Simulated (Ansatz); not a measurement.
## B2H4S, SMILES BSB: a relaxed scan of one distance, step by step

Computed with the Python package of Ansatz (0.2.0).

Notebook, run cell by cell (the value of a cell's last expression is shown):

In [1]:
```python
import ansatz as az
import numpy as np
```

In [2]:
```python
GEOMETRY = """
B    -1.22230   -0.17350   -0.47210
S    -0.40390   -0.71850    1.07690
B     1.19560    0.06870    0.53790
H    -1.20770   -0.80200   -1.45030
H    -1.80790    0.91510   -0.51770
H     1.47620    1.19540    0.86050
H     2.03130   -0.55320   -0.08090
"""

molecule = az.Crystal.molecule()
for line in GEOMETRY.strip().splitlines():
    symbol, *xyz = line.split()
    molecule = molecule.atom(symbol, [float(v) for v in xyz])

model = (
    molecule.calculation()
    .basis(gaussian="def2-SVP")
    .functional("PBE0", dispersion="d3bj")
)
symbols = [site.symbol for site in molecule.cartesian_sites]
pairs = [(0, 1), (0, 3), (0, 4), (1, 2), (2, 5), (2, 6)]
print("held (A)   E (eV)        ", "  ".join(f"{symbols[i]}{i}-{symbols[j]}{j}" for i, j in pairs))
for length in [1.07, 1.16, 1.26, 1.4, 1.57]:
    data = model.relax(constraints=[az.DistanceConstraint((0, 3), at=length)], force_tolerance=0.02, max_steps=60).run(threads=1).report
    xyz = np.array(data["positions_ang"])
    print(f"{length:6.2f} {data['free_energy_ev']:14.5f}  ", "  ".join(f"{np.linalg.norm(xyz[i] - xyz[j]):.3f}" for i, j in pairs))
```
```text
held (A)   E (eV)         B0-S1  B0-H3  B0-H4  S1-B2  B2-H5  B2-H6
DeckWarning: relax.constraints: the input's atoms, or those drawn, lie off the distances that are held; a relaxation that starts there is brought onto them ahead of its first SCF, by positions alone, an atom by 4.64e-2 Å at the most. With the symmetry detection on, the symmetry is detected on the input's atoms as so [...]
  1.07   -12242.77197   1.804  1.070  1.204  1.802  1.205  1.204
  1.16   -12243.01701   1.803  1.160  1.204  1.802  1.204  1.204
  1.26   -12243.00630   1.802  1.260  1.205  1.803  1.205  1.203
  1.40   -12242.70505   1.798  1.400  1.203  1.804  1.203  1.205
  1.57   -12242.12541   1.792  1.570  1.202  1.805  1.203  1.204
```

Caveats:
- Total energies depend on the basis set; only differences at equal settings carry meaning.
- Warnings are shown shortened and without file and line.
- The energies are electronic: no zero-point or thermal terms, and the basis set is short of its limit.
- The whole script took 3.3 min on 1 thread of Arm Neoverse N1, on a shared host, peak memory 0.19 GiB.
